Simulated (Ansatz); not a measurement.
hcp Mg, treated with r²SCAN-D4 in Ansatz (plane waves, PAW).

Numerical settings: plane-wave cutoff 500 eV, 30×30×14 k mesh (along the axes of the cell as run), Fermi–Dirac smearing 0.1 eV, scalar-relativistic PAW data made under PBE.

Computed at the level's own relaxed cell.

### Question
Give the computed equilibrium volume per atom, lattice constant a and lattice parameter c.

### Answer

* **equilibrium volume per atom**: 22.48 Å³/atom
* **lattice constant a**: 3.175 Å
* **lattice parameter c**: 5.151 Å

Measured, for comparison: lattice constant a 3.209 Å, lattice parameter c 5.210 Å (293 K, not corrected to a static lattice; as tabulated in Wikipedia's data pages). Computed (rounded) less measured: lattice constant a -1.1 %, lattice parameter c -1.1 %. A static lattice is as a rule a little smaller and stiffer than an uncorrected measurement, which narrows the difference in the lattice constant a, lattice parameter c and would widen misses of the other sign.

Note: a distance lies near a switch of the dispersion term, which can move the cell.

Computed values are for the static lattice.

Cost on a shared machine: very roughly 90 core-seconds.

Ansatz is a program for electronic structure.
